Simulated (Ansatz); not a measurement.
# CH4NSi (charge +1): two geometries relaxed

Are the two ends of the shift of H4 from C1 to Si2 separate minima, and which lies lower? Each is relaxed from a guess. SMILES of the start: C=[Si+]N.

Program: Ansatz 0.2.0. Level of theory: RKS CAM-B3LYP-D4/def2-mTZVP. These are calculated values, not measurements.

### 1 Starting point

Bond lengths: C1–Si2 1.742 Å, Si2–N3 1.665 Å, C1–H4 1.086 Å, C1–H5 1.086 Å, N3–H6 1.019 Å, N3–H7 1.019 Å. Angles: C1–Si2–N3 175.4°, Si2–C1–H4 119.0°, Si2–C1–H5 119.0°, H4–C1–H5 115.5°, Si2–N3–H6 123.9°, Si2–N3–H7 123.8°, H6–N3–H7 112.1°.

As a file:

```xyz
7

C    -1.2998    0.4167   -1.0422
Si    0.0108   -0.0116    0.0221
N     1.3455   -0.3559    0.9569
H    -1.7172   -0.3444   -1.6951
H    -1.9851    1.2045   -0.7437
H     1.6994    0.2568    1.6902
H     1.9465   -1.1661    0.8118
```

### 2 End point A

File input.yaml:

```yaml
crystal:
  periodic: [false, false, false]
  atoms:
    - { symbol: C, position_ang: [-1.29983, 0.41667, -1.04225] }
    - { symbol: Si, position_ang: [0.01076, -0.0116, 0.02214] }
    - { symbol: "N", position_ang: [1.34549, -0.35594, 0.95691] }
    - { symbol: H, position_ang: [-1.71723, -0.34437, -1.6951] }
    - { symbol: H, position_ang: [-1.98509, 1.20449, -0.74365] }
    - { symbol: H, position_ang: [1.69945, 0.2568, 1.69017] }
    - { symbol: H, position_ang: [1.94645, -1.16605, 0.81177] }
total_charge: 1
basis:
  gaussian: { orbitals: def2-mTZVP }
hamiltonian:
  xc: cam_b3lyp
  dispersion: d4
relax:
  f_tol: 0.02
  max_steps: 50
output:
  orbitals: {}
```

Started as:

```bash
$ ansatz run input.yaml --threads 2 --pin off --max-ram 3072MiB --backend cpu --events-out ev --progress --plain --runs-dir out
```

Standard output, shortened:

```text
Warning: RAYON_NUM_THREADS=2 ignored (pool sized by the plan → 2); use --threads N
[...]
Functional definition: CAM-B3LYP
[...]
713 factors; integrals over basis functions are off by at most 6.3e-4 eV
246 factors; integrals over basis functions are off by at most 6.4e-7 eV
[...]
mean field -10458.89060859 eV, -384.3571405749 hartree, gradient 5.3e-5 eV, S^2 0.000000; 0 other end points of the search recorded, 0 dependent functions left out
[...]
reference -10458.89071348 eV, -384.3571444296 hartree; 15, 15 occupied and 57, 57 virtual orbitals, 713 factors
relax step   1: F+E_penalty+E_count = -10458.96704422 eV  Δ(F+E_penalty+E_count) = +0.000e0 eV  max|allowed force component| = 1.631e0 eV/Å  Δτ_max = 0.0000 Å  (30 SCF iters, accepted)
[...]
relax step   3: F+E_penalty+E_count = -10459.16400807 eV  Δ(F+E_penalty+E_count) = -1.252e-1 eV  max|allowed force component| = 9.882e-1 eV/Å  Δτ_max = 0.1947 Å  (33 SCF iters, accepted)
[...]
relax step   5: F+E_penalty+E_count = -10459.63105309 eV  Δ(F+E_penalty+E_count) = -2.639e-1 eV  max|allowed force component| = 9.625e-1 eV/Å  Δτ_max = 0.2000 Å  (31 SCF iters, accepted)
[...]
relax step   7: F+E_penalty+E_count = -10459.77355039 eV  Δ(F+E_penalty+E_count) = -7.258e-3 eV  max|allowed force component| = 3.040e-1 eV/Å  Δτ_max = 0.0592 Å  (30 SCF iters, accepted)
[...]
relax step   9: F+E_penalty+E_count = -10459.80158640 eV  Δ(F+E_penalty+E_count) = -2.804e-2 eV  max|allowed force component| = 1.832e-1 eV/Å  Δτ_max = 0.1000 Å  (30 SCF iters, accepted)
[...]
relax step  10: F+E_penalty+E_count = -10459.81690349 eV  Δ(F+E_penalty+E_count) = -1.532e-2 eV  max|allowed force component| = 2.547e-1 eV/Å  Δτ_max = 0.0781 Å  (29 SCF iters, accepted)
[...]
relax step  11: F+E_penalty+E_count = -10459.84362144 eV  Δ(F+E_penalty+E_count) = -2.672e-2 eV  max|allowed force component| = 3.016e-1 eV/Å  Δτ_max = 0.1463 Å  (31 SCF iters, accepted)
[...]
713 factors; integrals over basis functions are off by at most 9.4e-4 eV
246 factors; integrals over basis functions are off by at most 6.0e-7 eV
```

### 3 More of the same log: end point A relaxed

Output, continued, shortened:

```text
mean field -10459.78115875 eV, -384.3898676898 hartree, gradient 2.9e-5 eV, S^2 0.000000; 0 other end points of the search recorded, 0 dependent functions left out
[...]
reference -10459.78126516 eV, -384.3898716002 hartree; 15, 15 occupied and 57, 57 virtual orbitals, 713 factors
relax step  12: F+E_penalty+E_count = -10459.85943290 eV  Δ(F+E_penalty+E_count) = -1.581e-2 eV  max|allowed force component| = 3.239e-1 eV/Å  Δτ_max = 0.0686 Å  (27 SCF iters, accepted)
[...]
relax step  18: F+E_penalty+E_count = -10459.87202750 eV  Δ(F+E_penalty+E_count) = -7.124e-4 eV  max|allowed force component| = 2.717e-2 eV/Å  Δτ_max = 0.0067 Å  (26 SCF iters, accepted)
[...]
relax step  19: F+E_penalty+E_count = -10459.87209310 eV  Δ(F+E_penalty+E_count) = -6.560e-5 eV  max|allowed force component| = 1.419e-2 eV/Å  Δτ_max = 0.0027 Å  (21 SCF iters, accepted)
[...]
reference -10459.79333627 eV, -384.3903152054 hartree; 15, 15 occupied and 57, 57 virtual orbitals, 713 factors
Total energy: -10459.87219930 eV, -384.3932133682 hartree
Atom 0 at    -1.153653     0.282273    -0.997238 Å, force    -0.002540    -0.000984     0.000212 eV/Å
Atom 1 at    -0.292698     0.084105     0.481414 Å, force     0.005308     0.002353    -0.001042 eV/Å
Atom 2 at     1.236364    -0.305654     0.929683 Å, force    -0.010282    -0.001217     0.014186 eV/Å
Atom 3 at    -1.888559    -0.470154    -1.274820 Å, force     0.002079    -0.000749    -0.000845 eV/Å
Atom 4 at    -1.419809     1.289993    -1.308640 Å, force    -0.001185     0.001326    -0.002632 eV/Å
Atom 5 at     1.536536    -0.363672     1.897273 Å, force     0.004817    -0.001541    -0.001570 eV/Å
Atom 6 at     1.981819    -0.516891     0.272318 Å, force     0.001803     0.000811    -0.008309 eV/Å
Dipole moment:     0.133417    -0.033489     0.127142 e Å
```

It took 27 s on 2 threads of Arm Neoverse V1, shared host; peak memory 0.15 GiB.

Relaxation path:

```tsv
step	energy from step 1 (eV)	largest force component (eV/Å)
1	0.0000	1.6310
2	-0.0718	1.3885
3	-0.1970	0.9882
4	-0.4001	1.5142
5	-0.6640	0.9625
6	-0.7992	0.5925
7	-0.8065	0.3040
8x	-0.7992	0.3980
9	-0.8345	0.1832
10	-0.8499	0.2547
11	-0.8766	0.3016
12	-0.8924	0.3239
13	-0.9001	0.2414
14x	-0.8867	0.3543
15	-0.9043	0.1114
16x	-0.8965	0.0877
17x	-0.9038	0.1199
18	-0.9050	0.0272
19	-0.9050	0.0142
```

Step 1 is the start. 4 steps were tried and not accepted (marked x).

After: Bond lengths: C1–Si2 1.722 Å, Si2–N3 1.640 Å, C1–H4 1.088 Å, C1–H5 1.088 Å, N3–H6 1.015 Å, N3–H7 1.016 Å. Angles: C1–Si2–N3 136.7°, Si2–C1–H4 118.5°, Si2–C1–H5 118.3°, H4–C1–H5 113.7°, Si2–N3–H6 123.4°, Si2–N3–H7 123.8°, H6–N3–H7 112.8°.

### 4 End point B

The second end starts from a geometry with the move made by hand.

Changes to input.yaml since step 2:

```diff
@@ -6,3 +6,3 @@
     - { symbol: "N", position_ang: [1.34549, -0.35594, 0.95691] }
-    - { symbol: H, position_ang: [-1.71723, -0.34437, -1.6951] }
+    - { symbol: H, position_ang: [-1.20027, -0.71105, 0.36534] }
     - { symbol: H, position_ang: [-1.98509, 1.20449, -0.74365] }
@@ -19,3 +19 @@
   max_steps: 50
-output:
-  orbitals: {}
```

Started as:

```bash
$ ansatz run input.yaml --threads 2 --pin off --max-ram 3072MiB --backend cpu --events-out ev --progress --plain --runs-dir out
```

Standard output, shortened:

```text
Warning: RAYON_NUM_THREADS=2 ignored (pool sized by the plan → 2); use --threads N
[...]
[... 1 set-up line as earlier in the session ...]
[...]
711 factors; integrals over basis functions are off by at most 6.5e-4 eV
246 factors; integrals over basis functions are off by at most 7.2e-7 eV
[...]
mean field -10456.69739622 eV, -384.2765415072 hartree, gradient 4.3e-5 eV, S^2 0.000000; 0 other end points of the search recorded, 0 dependent functions left out
[...]
reference -10456.69750525 eV, -384.2765455139 hartree; 15, 15 occupied and 57, 57 virtual orbitals, 711 factors
relax step   1: F+E_penalty+E_count = -10456.77552723 eV  Δ(F+E_penalty+E_count) = +0.000e0 eV  max|allowed force component| = 2.091e0 eV/Å  Δτ_max = 0.0000 Å  (28 SCF iters, accepted)
[...]
mean field -10459.79320065 eV, -384.3903102215 hartree, gradient 1.9e-5 eV, S^2 0.000000; 1 other end points of the search recorded, 0 dependent functions left out
[...]
reference -10459.79330511 eV, -384.3903140604 hartree; 15, 15 occupied and 57, 57 virtual orbitals, 711 factors
Total energy: -10459.87218607 eV, -384.3932128821 hartree
Atom 0 at    -1.297984     0.037226    -0.420694 Å, force    -0.013511     0.019405    -0.006594 eV/Å
Atom 1 at    -0.002942     0.378712     0.662648 Å, force     0.008315    -0.009700     0.010563 eV/Å
Atom 2 at     1.493605    -0.225416     0.956049 Å, force     0.010112     0.005675     0.003543 eV/Å
Atom 3 at    -2.193301    -0.435527    -0.022821 Å, force    -0.001888    -0.003190    -0.001583 eV/Å
Atom 4 at    -1.496607     0.740081    -1.227125 Å, force     0.001952    -0.011844    -0.002915 eV/Å
Atom 5 at     2.113395     0.138817     1.672194 Å, force    -0.000269    -0.000259     0.000373 eV/Å
Atom 6 at     1.900793    -1.000571     0.440179 Å, force    -0.004712    -0.000086    -0.003386 eV/Å
Dipole moment:     0.162600    -0.002781     0.090081 e Å
```

Run time: 24 s. Hardware: 2 threads of Arm Neoverse V1, shared host; peak memory 0.15 GiB.

Step by step:

```tsv
step	energy from step 1 (eV)	largest force component (eV/Å)
1	0.0000	2.0908
2	-0.2734	2.0241
3	-0.5206	1.7431
4	-1.1348	1.8360
5	-1.7603	1.8880
6	-2.0952	3.0656
7	-2.5491	1.5186
8	-2.8389	1.2654
9	-2.9644	1.2397
10	-3.0663	0.4341
11x	-3.0361	0.8162
12	-3.0906	0.2938
13x	-3.0840	0.2532
14	-3.0955	0.1649
15x	-3.0941	0.1912
16	-3.0963	0.0608
17	-3.0966	0.0194
```

Step 1 is the start. 3 steps were tried and not accepted (marked x).

After: Bond lengths: C1–Si2 1.723 Å, Si2–N3 1.640 Å, C1–H4 1.088 Å, C1–H5 1.088 Å, N3–H6 1.015 Å, N3–H7 1.016 Å. Angles: C1–Si2–N3 136.5°, Si2–C1–H4 118.4°, Si2–C1–H5 118.4°, H4–C1–H5 113.7°, Si2–N3–H6 123.5°, Si2–N3–H7 123.8°, H6–N3–H7 112.8°.

Pairs that crossed the distance rule for bonds on the way: came closer C1–H4; moved apart Si2–H4.

### 5 What came out

```
                           quantity                     value
                              end A  14 moves, 0.905 eV lower
                              end B  13 moves, 3.097 eV lower
largest difference between the ends                    0.01 Å
            end B relative to end A                 +0.000 eV
```

What this shows: The two relaxations end at one structure, within 0.01 Å: no second minimum was found from this start, which doesn't rule one out.
